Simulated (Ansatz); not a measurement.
A made-up structure of SiH3O2, doublet:

O1  (-1.161, -0.682, -0.382)
Si2  (0.176, 0.343, -0.303)
O3  (1.246, 0.234, 1.089)
H4  (-1.888, -0.910, -0.985)
H5  (0.525, 1.542, -1.246)
H6  (1.102, -0.527, 1.827)
(Å)

It is relaxed with PBE-D4/def2-SVP and then PBE0-D4/def2-TZVP (Ansatz 0.2.0). Atoms count as bonded within 1.22 times the sum of their covalent radii (H–H: 0.88 Å). The end point is not checked to be a true minimum.

Problem. Does its bonding change? (A judgement: the text doesn't fix the answer.)

Solution. The calculation gives: No: no bond forms or breaks.

Where it ends: The first stage lowers the energy by 1.71 eV in 10 steps. It ends as SiH₃O₂ ([OH][SiH][OH]):
```json
{"atom": "O1", "x (Å)": "-1.1860", "y (Å)": "-0.4437", "z (Å)": "-0.2029"}
{"atom": "Si2", "x (Å)": "0.3586", "y (Å)": "0.0838", "z (Å)": "-0.4573"}
{"atom": "O3", "x (Å)": "1.0717", "y (Å)": "0.2548", "z (Å)": "1.0102"}
{"atom": "H4", "x (Å)": "-1.6250", "y (Å)": "-0.8802", "z (Å)": "-0.9346"}
{"atom": "H5", "x (Å)": "0.3919", "y (Å)": "1.4606", "z (Å)": "-1.0422"}
{"atom": "H6", "x (Å)": "0.9888", "y (Å)": "-0.4753", "z (Å)": "1.6267"}
```

Labels in which every atom is bracketed show which atoms are joined, not bond orders.

For scale, one of the runs: PBE0-D4/def2-TZVP relaxation, 117 basis functions, launched by `ansatz run in.yaml --threads 2 --pin off --events-out ev --progress --plain --max-ram 4352MiB`. The run took about 24 s on 2 CPU threads of an Intel Xeon Platinum 8375C (shared host).
